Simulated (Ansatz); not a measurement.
```yaml
crystal:
  periodic: [false, false, false]
  atoms:
    - {symbol: C, position_ang: [-1.198631, -0.041172, 0.486465]}
    - {symbol: C, position_ang: [-0.053963, 0.241035, -0.456830]}
    - {symbol: C, position_ang: [1.279838, -0.254283, 0.048487]}
    - {symbol: Cl, position_ang: [-0.399879, -0.541456, -2.033583]}
    - {symbol: Cl, position_ang: [0.051481, 2.012112, -0.721918]}
    - {symbol: D, position_ang: [-1.008012, 0.445056, 1.445106]}
    - {symbol: H, position_ang: [-1.284347, -1.118289, 0.642081]}
    - {symbol: H, position_ang: [-2.135977, 0.334047, 0.078534]}
    - {symbol: H, position_ang: [1.510120, 0.228539, 1.000116]}
    - {symbol: H, position_ang: [2.070788, -0.027679, -0.664859]}
    - {symbol: H, position_ang: [1.233781, -1.334810, 0.197102]}
basis:
  gaussian: {orbitals: def2-mTZVPP}
hamiltonian: {xc: {name: PBEsol}}
output: {forces: true}
```

```sh
$ ansatz run in.yaml --threads 4 --pin off --events-out ev --progress --plain --max-ram 10444MiB
```

Output, abridged:

```
Error: YAML parse error: error: line 9 column 16: `D` is not an element symbol (H … Og, case-exact)
 7 |     - {symbol: Cl, position_ang: [-0.399879, -0.541456, -2.033583]}
 8 |     - {symbol: Cl, position_ang: [0.051481, 2.012112, -0.721918]}
 9 |     - {symbol: D, position_ang: [-1.008012, 0.445056, 1.445106]}
10 |     - {symbol: H, position_ang: [-1.284347, -1.118289, 0.642081]}
11 |     - {symbol: H, position_ang: [-2.135977, 0.334047, 0.078534]}
```

What is wrong with this run?

An element symbol is wrong. The program refused the input.
